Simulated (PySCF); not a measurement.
## F₂O: calculation and literature

Bonds (- single, = double, # triple, : aromatic): F1-O2 1.379 Å, O2-F3 1.379 Å.

Published values to compare with: δ ¹⁷O O2 817.1 ppm (measured; gas; Olsson, Cremer, J. Chem. Phys. 1996, 105, 8995 (gas-phase data of Jameson 1987, Jameson 1981, Wasylishen 1984)).
δ ¹⁷O O2 817.1 ppm (measured; gas; L. Olsson, D. Cremer, J. Chem. Phys. 105 (1996) 8995).
σ ¹⁹F F1/F3 -59.7; σ ¹⁷O O2 -493.6 ppm (measured; gas; G. L. Stoychev, PhD thesis, Univ. Bonn 2021 (Stoychev, Auer, Izsak, Neese, JCTC 2018, 14, 619)).
σ ¹⁹F F1/F3 -15.7; σ ¹⁷O O2 -435.0 ppm (CCSD(T)/cc-pCVQZ; gas (isolated, no vibration); M. Glasbrenner, PhD thesis, LMU Munich (RPA NMR shieldings paper, SI)).
σ ¹⁹F F1/F3 -24.0; σ ¹⁷O O2 -447.1 ppm (CCSD(T)/aug-cc-pCV[TQ]Z extrapolated; gas (isolated, no vibration); Teale, Lutnaes, Helgaker, Tozer, Gauss, JCP 2013, 138, 024111, as tabulated in M. Glasbrenner, PhD thesis, LMU Munich (SI Table 24)).
σ ¹⁹F F1/F3 -46.3 ppm (CCSD(T)/13s9p4d3f + vibration and temperature (MP2); gas, 300 K; M. E. Harding, PhD thesis, Mainz 2008 (Harding, Lenhart, Auer, Gauss, JCP 2008, 128, 244111)). Coupling constants: ¹J(O2,F1) -300.0 Hz.

PySCF 2.14.0 with density-fitted response routines calculation with couplings computed with B3LYP/pcJ-1, shieldings: GIAO PBE0/pcSseg-1 and coordinates at the PBE0-D3(BJ)/def2-SVP level; gas phase, equivalent nuclei averaged, one computed conformer, non-relativistic.

Problem. Set the calculated values beside the experiment.

Solution. 
Reference values: measured (gas; Olsson, Cremer, J. Chem. Phys. 1996, 105, 8995 (gas-phase data of Jameson 1987, Jameson 1981, Wasylishen 1984)).
```csv
atoms,quantity,reference,computed
O2,δ ¹⁷O vs H2O (gas),817.1,801.2
```

Reference values: measured (gas; L. Olsson, D. Cremer, J. Chem. Phys. 105 (1996) 8995).
```
atoms              quantity  reference  computed
   O2  δ ¹⁷O vs gaseous H2O      817.1     801.2
```

Reference values: measured (gas; G. L. Stoychev, PhD thesis, Univ. Bonn 2021 (Stoychev, Auer, Izsak, Neese, JCTC 2018, 14, 619)).
```
atoms  quantity  reference  computed
F1/F3     σ ¹⁹F      -59.7       5.1
   O2     σ ¹⁷O     -493.6    -466.6
```

Reference values: CCSD(T)/cc-pCVQZ (gas (isolated, no vibration); M. Glasbrenner, PhD thesis, LMU Munich (RPA NMR shieldings paper, SI)).
```csv
atoms,quantity,reference,computed
F1/F3,σ ¹⁹F,-15.7,5.1
O2,σ ¹⁷O,-435.0,-466.6
```

Reference values: CCSD(T)/aug-cc-pCV[TQ]Z extrapolated (gas (isolated, no vibration); Teale, Lutnaes, Helgaker, Tozer, Gauss, JCP 2013, 138, 024111, as tabulated in M. Glasbrenner, PhD thesis, LMU Munich (SI Table 24)).
```
atoms  quantity  reference  computed
F1/F3     σ ¹⁹F      -24.0       5.1
   O2     σ ¹⁷O     -447.1    -466.6
```

Reference values: CCSD(T)/13s9p4d3f + vibration and temperature (MP2) (gas, 300 K; M. E. Harding, PhD thesis, Mainz 2008 (Harding, Lenhart, Auer, Gauss, JCP 2008, 128, 244111)).
```csv
atoms,quantity,reference,computed
F1/F3,σ ¹⁹F,-46.3,5.1
```

Absolute shieldings are compared as such; zero-point and thermal motion, absent here, lowers them by some tenths of a ppm for H, a few ppm for C and up to about 10 ppm for F.

Computed shifts are σ(ref) − σ with the named reference compound (TMS for H and C) calculated as an isolated molecule at the same level. The measured values may be among those fitted. Shieldings were converted by a linear fit to measured shifts: ¹⁷O (scatter 13.5 ppm rms, 14.3 ppm with the 1 outlier that the fit left out vs liquid water, solution or neat liquid). Occasional misses reach two or three times the rms, and more in compound classes unlike the fitted ones.

Coupling constants in Hz:
```tsv
coupling	reference	computed	source
¹J(O2,F1)	-300.0	-241.0	measured; Faber and Sauer, Theor. Chem. Acc. 2018, 137, 35
```

Problem. How far are the unscaled ¹⁷O shifts from the references?

Solution. Mean signed difference -15.90 ppm, mean absolute 15.90 ppm over 2 comparisons; the largest is -15.9 ppm at O2 (oxygen bonded to 2 F).

Problem. How far are the unscaled ¹⁹F shieldings from the references?

Solution. Mean signed difference +41.52 ppm, mean absolute 41.52 ppm over 4 comparisons; the largest is +64.8 ppm at F1/F3 (fluorine bonded to O).

Problem. How far are the unscaled ¹⁷O shieldings from the references?

Solution. Mean signed difference -8.03 ppm, mean absolute 26.03 ppm over 3 comparisons; the largest is -31.6 ppm at O2 (oxygen bonded to 2 F).

10 of the 29 published NMR values on file for this molecule are compared. The rest: values from further sources, other calculations.
